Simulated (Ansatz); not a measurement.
A made-up structure of BSiH$_{3}$Cl (charge +1), closed shell:

```xyz
6
angstrom
B -0.0412 -0.0408 -1.1256
Si 0.7585 1.3760 1.8702
Cl -0.0473 -0.1194 0.8814
H -0.9657 0.4763 -1.6662
H 0.8929 -0.5020 -1.6992
H -0.5420 -1.0828 1.6534
```

It is relaxed with PBE-D4/def2-SVP and then PBE0-D4/def2-TZVP (Ansatz 0.2.0). Atoms count as bonded within 1.22 times the sum of their covalent radii (H–H: 0.88 Å). The end point is not checked to be a true minimum.

Does its bonding change? (A judgement: the text doesn't fix the answer.)

The calculation gives: Yes. Formed: B1–Si2; broken: B1–Cl3.

Where it ends: The first stage lowers the energy by 3.98 eV in 17 steps. It ends as BSiH₃Cl ([BH2][Si][ClH]), total charge +1:
```
atom    x (Å)    y (Å)    z (Å)
  B1   0.2816   0.5721  -1.1276
 Si2   0.4818   0.8870   0.8736
 Cl3  -0.5859  -1.1517   1.1596
  H4  -0.6711   0.9997  -1.7078
  H5   1.1572   0.0372  -1.7395
  H6  -0.6085  -1.2368   2.4556
```

Labels in which every atom is bracketed show which atoms are joined, not bond orders.

For scale, one of the runs: PBE0-D4/def2-TZVP relaxation, 123 basis functions, launched by `ansatz run in.yaml --threads 2 --pin off --events-out ev --progress --plain --max-ram 4352MiB`. Hardware: 2 CPU threads of an Arm Neoverse V2, shared host. Wall time about 13 s.
